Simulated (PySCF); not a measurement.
Cl, charge +2, doublet (a state made from the parent by changing its charge; the spin is typed, not shown lowest); MP2/cc-pVDZ in PySCF.

The PySCF input:
```python
from pyscf import gto, scf, mp

mol = gto.M(
    atom='''
Cl    0.00000000    0.00000000    0.00000000
''',
    basis='cc-pvdz',
    charge=2,
    spin=1,
    verbose=4,
)

mf = scf.UHF(mol)
mf.kernel()

pt = mp.MP2(mf)
pt.kernel()
print('E(MP2) = %.10f' % pt.e_tot)
mf.analyze()
```

**Question.** What does PySCF print? Leave out banner, timings and long lists.

**Answer.** 
```
PySCF version 2.14.0

[INPUT] verbose = 4
[INPUT] num. atoms = 1
[INPUT] num. electrons = 15
[INPUT] charge = 2
[INPUT] spin (= nelec alpha-beta = 2S) = 1
[INPUT] symmetry False subgroup None
[INPUT] Mole.unit = angstrom
[INPUT] Symbol           X                Y                Z      unit          X                Y                Z       unit  Magmom
[...]
nuclear repulsion = 0
number of shells = 5
number of NR pGTOs = 41
number of NR cGTOs = 18
basis = cc-pvdz
ecp = {}

******** <class 'pyscf.scf.uhf.UHF'> ********
method = UHF
initial guess = minao
damping factor = 0
level_shift factor = 0
DIIS = <class 'pyscf.scf.diis.CDIIS'>
diis_start_cycle = 1
diis_space = 8
diis_damp = 0
SCF conv_tol = 1e-09
SCF conv_tol_grad = None
SCF max_cycles = 50
direct_scf = True
direct_scf_tol = 1e-13
number electrons alpha = 8  beta = 7
Set gradient conv threshold to 3.16228e-05
init E= -459.252878073821

cycle= 1 E= -457.942080775202  delta_E= 1.31  |g|= 0.447  |ddm|= 0.917
cycle= 2 E= -458.073767434059  delta_E= -0.132  |g|= 0.0628  |ddm|= 0.635
cycle= 3 E= -458.07527910305  delta_E= -0.00151  |g|= 0.0126  |ddm|= 0.0465
cycle= 4 E= -458.075397300726  delta_E= -0.000118  |g|= 0.00265  |ddm|= 0.0153
cycle= 5 E= -458.075402970113  delta_E= -5.67e-06  |g|= 0.000178  |ddm|= 0.00413
cycle= 6 E= -458.075402998625  delta_E= -2.85e-08  |g|= 3.4e-05  |ddm|= 0.000324
cycle= 7 E= -458.075402999803  delta_E= -1.18e-09  |g|= 4.81e-06  |ddm|= 7.06e-05
cycle= 8 E= -458.075402999826  delta_E= -2.24e-11  |g|= 3.73e-07  |ddm|= 1.01e-05
Extra cycle  E= -458.075402999826  delta_E= -4.55e-13  |g|= 1.21e-07  |ddm|= 5.43e-07
converged SCF energy = -458.075402999826  <S^2> = 0.75688261  2S+1 = 2.0068708

******** <class 'pyscf.mp.ump2.UMP2'> ********
nocc = (np.int64(8), np.int64(7)), nmo = (18, 18)
E(UMP2) = -458.156821229992  E_corr = -0.0814182301661844
E(SCS-UMP2) = -458.161633769933  E_corr = -0.0862307701070869
E_corr(same-spin) = -0.0132358916450012
E_corr(oppo-spin) = -0.0681823385211832
E(MP2) = -458.1568212300
**** SCF Summaries ****
Total Energy =                        -458.075402999826224
Nuclear Repulsion Energy =               0.000000000000000
One-electron Energy =                 -618.384869807077393
Two-electron Energy =                  160.309466807251198
Two-electron Coulomb Energy =          187.145505671063091
DFT Exchange-Correlation Energy =      -26.836038863811893
**** MO energy ****
                             alpha | beta                alpha | beta
[...]
To work with the spin densities directly, `use mulliken_meta_spin()` only printing them here.

 ** Mulliken spin pop alpha/beta on meta-lowdin orthogonal AOs **
 ** Mulliken Spin Density (per AO)  **
spin_pop of  0 Cl 1s       -0.00000
spin_pop of  0 Cl 2s       -0.00000
spin_pop of  0 Cl 3s       -0.00155
spin_pop of  0 Cl 4s        0.00154
spin_pop of  0 Cl 2px       0.00000
spin_pop of  0 Cl 2py      -0.00000
spin_pop of  0 Cl 2pz      -0.00000
spin_pop of  0 Cl 3px       0.93786
spin_pop of  0 Cl 3py       0.01605
spin_pop of  0 Cl 3pz       0.01384
spin_pop of  0 Cl 4px       0.02900
spin_pop of  0 Cl 4py       0.00157
spin_pop of  0 Cl 4pz       0.00168
spin_pop of  0 Cl 3dxy     -0.00002
spin_pop of  0 Cl 3dyz      0.00003
spin_pop of  0 Cl 3dz^2    -0.00002
spin_pop of  0 Cl 3dxz     -0.00002
spin_pop of  0 Cl 3dx2-y2    0.00005
 ** Mulliken Spin Density (per atom)  **
spin density of  0 Cl =      1.00000
 ** Mulliken pop alpha/beta on meta-lowdin orthogonal AOs **
 ** Mulliken pop       alpha | beta **
[...]
In total             8.00000 | 7.00000
 ** Mulliken atomic charges   ( Nelec_alpha | Nelec_beta ) **
charge of  0Cl =      2.00000  (     8.00000      7.00000 )

WARN: System has nonzero charge 2; the dipole moment is origin-dependent.
Location of origin: [0. 0. 0.]

Dipole moment(X, Y, Z, Debye):  0.00000,  0.00000, -0.00000
```
